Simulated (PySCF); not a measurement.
Molecule: SMILES O=[PH](O)O, H3O3P.

Mapped SMILES: `[O:1]=[PH:2]([OH:3])[OH:4]`; H(Xn) means a hydrogen on atom n.

Geometry PBE0-D3(BJ)/def2-SVP throughout; GIAO in PySCF, gas phase, one conformer, non-relativistic; equivalent atoms averaged; basis pcSseg-2.

(1) How do the absolute shieldings σ depend on the functional? (ppm; last column core-seconds on shared hosts with different chips, so compare them loosely; the GGAs took longer than the global hybrids here, which isn't the general rule, and the cause wasn't traced)

(2) Which nucleus moves most, in ppm?

Answers

(1) 
```csv
functional,kind,O1,O3/O4,P2,H(P2),H(O3)/H(O4),core-s
HF,Hartree–Fock,199.4,231.0,343.5,25.33,27.99,7.2
LDA,LDA,130.9,184.6,264.6,22.70,27.32,19
PBE,GGA,139.7,190.1,288.6,23.29,27.92,24
BLYP,GGA,137.8,188.0,278.8,23.54,28.12,23
BP86,GGA,141.5,190.8,287.0,23.36,27.99,23
OPBE,GGA,153.1,201.4,317.5,23.42,27.92,24
KT2,GGA,139.9,190.5,320.2,23.35,27.94,24
KT3,GGA,148.2,196.9,328.0,23.68,28.12,24
B97-D,GGA,150.4,197.5,300.6,23.64,28.12,24
B3LYP,global hybrid,151.4,197.8,288.1,23.96,28.04,15
PBE0,global hybrid,156.8,202.5,300.5,23.87,27.88,15
mPW1PW91,global hybrid,157.2,202.9,298.8,23.94,27.93,10
WP04,global hybrid,162.8,202.7,290.6,24.58,28.14,12
B97-2,global hybrid,163.7,205.0,307.6,24.02,28.05,11
BHandHLYP,global hybrid,172.3,210.5,306.1,24.53,27.97,11
CAM-B3LYP,range-separated hybrid,161.7,202.1,288.8,24.10,27.91,15
wB97X-D,range-separated hybrid,165.7,204.6,298.2,24.15,27.99,14
LC-wPBE,range-separated hybrid,175.6,211.4,297.6,24.24,27.90,18
```

(2) P2 (phosphorus bonded to 3 O, H): from 264.6 ppm with LDA to 343.5 ppm with HF. The smallest spread is 0.83 ppm, at H(O3)/H(O4).
